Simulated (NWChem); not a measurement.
System: acetamide (C2H5NO); SMILES CC(N)=O

The following NWChem deck was run.

```
start job
memory heap 200 mb stack 900 mb global 1100 mb
geometry units angstroms
  C     -1.212082    -0.337994    -0.722845
  C      0.003400     0.035326     0.098723
  N      1.176532    -0.123388    -0.563060
  O     -0.042824     0.438870     1.236506
  H     -1.150691    -1.380854    -1.024851
  H     -1.262697     0.283203    -1.614485
  H     -2.108120    -0.187641    -0.128872
  H      2.035875     0.100898    -0.090456
  H      1.218605    -0.460250    -1.507427
end
basis spherical
  * library def2-svp
end
dft
  xc xpbe96 cpbe96
  iterations 150
end
driver
  maxiter 150
end
task dft optimize
```

NWChem printed, in part:

```
             Northwest Computational Chemistry Package (NWChem) 7.3.0
             --------------------------------------------------------

 C1  symmetry detected

                             Geometry "geometry" -> ""
                             -------------------------

 Output coordinates in angstroms (scale by  1.889725989 to convert to a.u.)

  No.       Tag          Charge          X              Y              Z
 ---- ---------------- ---------- -------------- -------------- --------------
    1 C                    6.0000     0.05447003     1.39510175    -0.00000019
    2 C                    6.0000    -0.14378795    -0.10570872    -0.00013488
    3 N                    7.0000     1.01683491    -0.80737812     0.00030189
    4 O                    8.0000    -1.22287486    -0.64894530     0.00002386
    5 H                    1.0000     0.61376567     1.69630791    -0.88260808
    6 H                    1.0000     0.60858753     1.69639339     0.88636690
    7 H                    1.0000    -0.91361322     1.88612288    -0.00267062
    8 H                    1.0000     0.97753857    -1.81265614    -0.00072007
    9 H                    1.0000     1.91478351    -0.35931696    -0.00186190

 Effective nuclear repulsion energy (a.u.)     122.3217464020

                                Z-matrix (autoz)
                                --------

 Units are Angstrom for bonds and degrees for angles

      Type          Name      I     J     K     L     M      Value
      ----------- --------  ----- ----- ----- ----- ----- ----------
    1 Stretch                  1     2                       1.51385
    2 Stretch                  1     5                       1.08744
    3 Stretch                  1     6                       1.08787
    4 Stretch                  1     7                       1.08549
    5 Stretch                  2     3                       1.35624
    6 Stretch                  2     4                       1.20811
    7 Stretch                  3     8                       1.00605
    8 Stretch                  3     9                       1.00353
    9 Bend                     1     2     3               113.63036
   10 Bend                     1     2     4               124.24694
   11 Bend                     2     1     5               109.99175
   12 Bend                     2     1     6               109.95907
   13 Bend                     2     1     7               109.36925
   14 Bend                     2     3     8               118.91700
   15 Bend                     2     3     9               122.32585
   16 Bend                     3     2     4               122.12269
   17 Bend                     5     1     6               108.82085
   18 Bend                     5     1     7               109.35381
   19 Bend                     6     1     7               109.32883
   20 Bend                     8     3     9               118.75674
   21 Torsion                  1     2     3     8        -179.93695
   22 Torsion                  1     2     3     9          -0.17151
   23 Torsion                  3     2     1     5          59.75829
   24 Torsion                  3     2     1     6         -60.06683
   25 Torsion                  3     2     1     7         179.87117
   26 Torsion                  4     2     1     5        -120.27666
   27 Torsion                  4     2     1     6         119.89822
   28 Torsion                  4     2     1     7          -0.16378
   29 Torsion                  4     2     3     8           0.09716
   30 Torsion                  4     2     3     9         179.86260

  pbe96 is a nonlocal functional; adding pw91lda local functional.

                           NWChem Geometry Optimization
                           ----------------------------

 maximum gradient threshold         (gmax) =   0.000450
 rms gradient threshold             (grms) =   0.000300
 maximum cartesian step threshold   (xmax) =   0.001800
 rms cartesian step threshold       (xrms) =   0.001200
 fixed trust radius                (trust) =   0.300000
 source of zmatrix                         =   autoz

          -------------------
          Energy Minimization
          -------------------

 Using diagonal initial Hessian
 Scaling for Hessian diagonals: bonds = 1.00  angles = 0.25  torsions = 0.10

          --------
          Step   0

                                 NWChem DFT Module
                                 -----------------

 Summary of "ao basis" -> "ao basis" (spherical)
 ------------------------------------------------------------------------------
       Tag                 Description            Shells   Functions and Types
 ---------------- ------------------------------  ------  ---------------------
 C                          def2-svp                 6       14   3s2p1d
 N                          def2-svp                 6       14   3s2p1d
 O                          def2-svp                 6       14   3s2p1d
 H                          def2-svp                 3        5   2s1p

            General Information
            -------------------
          SCF calculation type: DFT
          Wavefunction type:  closed shell.
          No. of atoms     :     9
          No. of electrons :    32
           Alpha electrons :    16
            Beta electrons :    16
          Charge           :     0
          Spin multiplicity:     1
          Use of symmetry is: off; symmetry adaption is: off
          Maximum number of iterations: 150
          AO basis - number of functions:    81
                     number of shells:    39
          Convergence on energy requested:  1.00D-06
          Convergence on density requested:  1.00D-05
          Convergence on gradient requested:  5.00D-04

              XC Information
              --------------
          PerdewBurkeErnzerhof Exchange Functional  1.000
            Perdew 1991 LDA Correlation Functional  1.000 local
           PerdewBurkeErnz. Correlation Functional  1.000 non-local

             Grid Information
             ----------------
          Grid used for XC integration:  medium
          Radial quadrature: Mura-Knowles
          Angular quadrature: Lebedev.
          Tag              B.-S. Rad. Rad. Pts. Rad. Cut. Ang. Pts.
          ---              ---------- --------- --------- ---------
          C                   0.70       49          10.0       434
          N                   0.65       49          10.0       434
          O                   0.60       49           9.0       434
          H                   0.35       45          11.0       434
          Grid pruning is: on
          Number of quadrature shells:   421
          Spatial weights used:  Erf1

      Superposition of Atomic Density Guess
      -------------------------------------

 Sum of atomic energies:        -206.68135156

      Non-variational initial energy
      ------------------------------

 Total energy =    -209.010689
 1-e energy   =    -522.021202
 2-e energy   =     190.688766
 HOMO         =      -0.358601
 LUMO         =       0.049789

[...]

      ----------------------
      Optimization converged
      ----------------------

  Step       Energy      Delta E   Gmax     Grms     Xrms     Xmax
  ---- ---------------- -------- -------- -------- -------- --------
@    5    -208.81509776 -4.6D-08  0.00004  0.00001  0.00042  0.00098
                                     ok       ok       ok       ok

                                Z-matrix (autoz)
                                --------

 Units are Angstrom for bonds and degrees for angles

      Type          Name      I     J     K     L     M      Value     Gradient
      ----------- --------  ----- ----- ----- ----- ----- ---------- ----------
    1 Stretch                  1     2                       1.52691    0.00004
    2 Stretch                  1     5                       1.10962   -0.00001
    3 Stretch                  1     6                       1.10962   -0.00001
    4 Stretch                  1     7                       1.10369   -0.00000
    5 Stretch                  2     3                       1.37434   -0.00001
    6 Stretch                  2     4                       1.22574    0.00000
    7 Stretch                  3     8                       1.02013   -0.00001
    8 Stretch                  3     9                       1.01828    0.00000
    9 Bend                     1     2     3               114.58077    0.00000
   10 Bend                     1     2     4               123.17819   -0.00000
   11 Bend                     2     1     5               111.17626    0.00000
   12 Bend                     2     1     6               111.14706    0.00000
   13 Bend                     2     1     7               108.51938   -0.00000
   14 Bend                     2     3     8               118.08544    0.00001
   15 Bend                     2     3     9               122.99515   -0.00000
   16 Bend                     3     2     4               122.24104    0.00000
   17 Bend                     5     1     6               107.58764   -0.00000
   18 Bend                     5     1     7               109.19400   -0.00000
   19 Bend                     6     1     7               109.18199   -0.00000
   20 Bend                     8     3     9               118.91908   -0.00000
   21 Torsion                  1     2     3     8        -179.94466    0.00000
   22 Torsion                  1     2     3     9          -0.15803   -0.00000
   23 Torsion                  3     2     1     5          59.75697    0.00000
   24 Torsion                  3     2     1     6         -60.06415   -0.00000
   25 Torsion                  3     2     1     7         179.86275    0.00000
   26 Torsion                  4     2     1     5        -120.27497    0.00000
   27 Torsion                  4     2     1     6         119.90392   -0.00000
   28 Torsion                  4     2     1     7          -0.16919    0.00000
   29 Torsion                  4     2     3     8           0.08695    0.00000
   30 Torsion                  4     2     3     9         179.87357   -0.00000

                         Geometry "geometry" -> "geometry"
                         ---------------------------------

 Output coordinates in angstroms (scale by  1.889725989 to convert to a.u.)

  No.       Tag          Charge          X              Y              Z
 ---- ---------------- ---------- -------------- -------------- --------------
    1 C                    6.0000     0.04909965     1.40624257     0.00011606
    2 C                    6.0000    -0.13809338    -0.10914507    -0.00010164
    3 N                    7.0000     1.03217914    -0.82974188     0.00022268
    4 O                    8.0000    -1.23849701    -0.64909007     0.00004145
    5 H                    1.0000     0.61575318     1.74025578    -0.89352084
    6 H                    1.0000     0.61042113     1.74012824     0.89716754
    7 H                    1.0000    -0.94655750     1.88245784    -0.00268075
    8 H                    1.0000     0.96923930    -1.84792978    -0.00077159
    9 H                    1.0000     1.95215970    -0.39325696    -0.00177599

 Effective nuclear repulsion energy (a.u.)     120.6801904656

                Final and change from initial internal coordinates
                --------------------------------------------------

                                Z-matrix (autoz)
                                --------

 Units are Angstrom for bonds and degrees for angles

      Type          Name      I     J     K     L     M      Value       Change
      ----------- --------  ----- ----- ----- ----- ----- ---------- ----------
    1 Stretch                  1     2                       1.52691    0.01306
    2 Stretch                  1     5                       1.10962    0.02217
    3 Stretch                  1     6                       1.10962    0.02175
    4 Stretch                  1     7                       1.10369    0.01819
    5 Stretch                  2     3                       1.37434    0.01810
    6 Stretch                  2     4                       1.22574    0.01762
    7 Stretch                  3     8                       1.02013    0.01409
    8 Stretch                  3     9                       1.01828    0.01475
    9 Bend                     1     2     3               114.58077    0.95041
   10 Bend                     1     2     4               123.17819   -1.06876
   11 Bend                     2     1     5               111.17626    1.18452
   12 Bend                     2     1     6               111.14706    1.18799
   13 Bend                     2     1     7               108.51938   -0.84987
   14 Bend                     2     3     8               118.08544   -0.83157
   15 Bend                     2     3     9               122.99515    0.66930
   16 Bend                     3     2     4               122.24104    0.11835
   17 Bend                     5     1     6               107.58764   -1.23321
   18 Bend                     5     1     7               109.19400   -0.15981
   19 Bend                     6     1     7               109.18199   -0.14684
   20 Bend                     8     3     9               118.91908    0.16234
   21 Torsion                  1     2     3     8        -179.94466   -0.00770
   22 Torsion                  1     2     3     9          -0.15803    0.01348
   23 Torsion                  3     2     1     5          59.75697   -0.00132
   24 Torsion                  3     2     1     6         -60.06415    0.00268
   25 Torsion                  3     2     1     7         179.86275   -0.00842
   26 Torsion                  4     2     1     5        -120.27497    0.00169
   27 Torsion                  4     2     1     6         119.90392    0.00569
   28 Torsion                  4     2     1     7          -0.16919   -0.00541
   29 Torsion                  4     2     3     8           0.08695   -0.01021
   30 Torsion                  4     2     3     9         179.87357    0.01097

 ==============================================================================
                                internuclear distances
 ------------------------------------------------------------------------------
       center one      |      center two      | atomic units |  angstroms
 ------------------------------------------------------------------------------
    2 C                |   1 C                |     2.88543  |     1.52691
    3 N                |   2 C                |     2.59712  |     1.37434
    4 O                |   2 C                |     2.31631  |     1.22574
    5 H                |   1 C                |     2.09687  |     1.10962
    6 H                |   1 C                |     2.09688  |     1.10962
    7 H                |   1 C                |     2.08566  |     1.10369
    8 H                |   3 N                |     1.92777  |     1.02013
    9 H                |   3 N                |     1.92426  |     1.01828
 ------------------------------------------------------------------------------
                         number of included internuclear distances:          8
 ==============================================================================
```

Level: PBE/def2-SVP.
